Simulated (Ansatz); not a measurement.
`Cc1ccsc1` + HCl → `Clc1ccsc1` + CH₄ at 500 K and 1 bar (substitution at a C–C bond).

Gas-phase electronic energies from Ansatz, PBE0-D4/def2-TZVP geometries. CCSD(T)/CBS is the MP2 limit (def2-TZVPP, def2-QZVPP) plus CCSD(T) − MP2 in def2-TZVPP, frozen cores. This one scheme is used for every species.

```tsv
species	CCSD(T)/CBS energy (Eh)	H − E (kJ/mol)	S (J/(mol·K))
`Cc1ccsc1`	-591.64323	291.1	381.7
HCl	-460.38127	32.5	201.9
`Clc1ccsc1`	-1011.55278	189.4	368.4
CH₄	-40.46206	135.6	206.8
```

H − E and S are ideal-gas, rigid-rotor, harmonic terms from PBE0-D4/def2-TZVP. 1 Eh = 2625.50 kJ/mol, R = 8.31446 J/(mol·K).

By hand: ΔE, ΔH, ΔS and ΔG.

ΔE = (-1011.55278) + (-40.46206) − (-591.64323) − (-460.38127) = 0.00966 Eh = 25.4 kJ/mol. Δ(H − E) = 189.4 + 135.6 − 291.1 − 32.5 = 1.4, so ΔH = 26.8 kJ/mol. ΔS = 368.4 + 206.8 − 381.7 − 201.9 = -8.4 J/(mol·K). ΔG = 26.8 − 500 × (-8.4)/1000 = 31.0 kJ/mol.

By hand: the equilibrium constant, and the temperature at which ΔG would vanish if ΔH and ΔS stayed fixed.

log₁₀ K = −ΔG/(RT ln 10) = -3.2. ΔH and −TΔS have one sign here, so there is no such temperature.

The number of gas molecules stays the same, so ΔS is small and ΔH decides. A doubt of 5 kJ/mol in ΔE shifts log₁₀ K by 0.5 here. These are equilibria of isolated gas molecules and say nothing of rates. Largest T1 diagnostic: 0.012 (customary marks: 0.02 for closed shells, 0.045 for open ones).
